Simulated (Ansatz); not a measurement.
`C[S][MgH]` + `O[SiH3]` → `[MgH][O][SiH3]` + CH₃SH  (ligand exchange at a Mg–S bond)

Calculated with Ansatz (gas phase, PBE0-D4/def2-TZVP geometries, no zero-point term in ΔE). CBS: MP2 limit from def2 TZ/QZ plus the TZ coupled-cluster correction, frozen cores. This one scheme is used for every species. Functionals use def2-TZVPP. For Mg outer-core shells are correlated without core-valence functions, which leaves a few kJ/mol of doubt a bond.

```json
{"level": "RPA@PBE/def2-TZVPP", "ΔE (kJ/mol)": "-50.1"}
{"level": "MP2/def2-TZVPP", "ΔE (kJ/mol)": "-47.7"}
```

Question: What does CCSD(T)/CBS give? (An estimate is asked.)

Answer: The calculation gave: -49.5 kJ/mol. The listed levels differ from it by -0.6, 1.8 kJ/mol.

Largest T1 diagnostic among the species: 0.011.

Leaving LDA and LC-ωPBE aside and taking each functional with its dispersion term where it has one, the values, not all of them listed here, spread over 14.7 kJ/mol, from CAM-B3LYP-D4 to HSE06-D4. At CCSD(T), def2-SVP lies −11.0 kJ/mol from the extrapolated value and def2-TZVPP +1.8 kJ/mol.
